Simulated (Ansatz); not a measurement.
The first iterations of a band of C3H5N (9 atoms, charge 0, multiplicity 1).

The calculation used RKS PBE0-D4/STO-3G (Ansatz 0.2.0).

| Quantity | Value |
| --- | --- |
| movable images | 2 |
| climbing image | no |
| spring | 5.0 eV/Å² |
| optimiser | quadratic models (default) |
| start path | through a guess of the saddle point |
| force threshold | 0.03 eV/Å |
| iteration limit | 60 |
| end points | relaxed |

Initial state:

```xyz
9
Properties=species:S:1:pos:R:3
C -0.195 1.403 -0.572
C 0.039 0.392 0.273
C 0.021 -1.037 -0.145
N 0.238 -2.091 0.607
H -0.416 1.223 -1.629
H -0.177 2.448 -0.247
H 0.259 0.587 1.331
H -0.202 -1.218 -1.210
H 0.434 -1.708 1.592
```

Final state:

```xyz
9
Properties=species:S:1:pos:R:3
C -0.211 1.444 -0.633
C 0.046 0.565 0.342
C 0.071 -0.903 0.118
N 0.331 -1.712 1.121
H -0.417 1.118 -1.657
H -0.226 2.523 -0.452
H 0.252 0.895 1.368
H -0.138 -1.226 -0.921
H 0.293 -2.704 0.715
```

| iteration | highest image above the first end (eV) | largest band force component (eV/Å) |
| --- | --- | --- |
| 1 | 3.736 | 14.806 |
| 2 | 1.315 | 2.387 |

Does the band converge within its limit, and where does its top end?

The run converged. It ended after 8 iterations with the highest image 0.837 eV above the first end. The dihedral C2–C3–N4–H9 jumps by 174° between images 1 and 2, so the path isn't resolved there. No image climbed, so the highest image needn't sit at the top of the path. A band with more images between the same ends climbed to 1.76 eV, so this one has probably stepped over the top. So few images can step over the top or miss a turn of the path. Limits of this set-up: minimal basis.

Time of the run: 46 s on 1 thread of Intel(R) Xeon(R) Processor @ 2.50GHz (Skylake/Cascade Lake), on a shared host, peak memory 0.097 GiB.
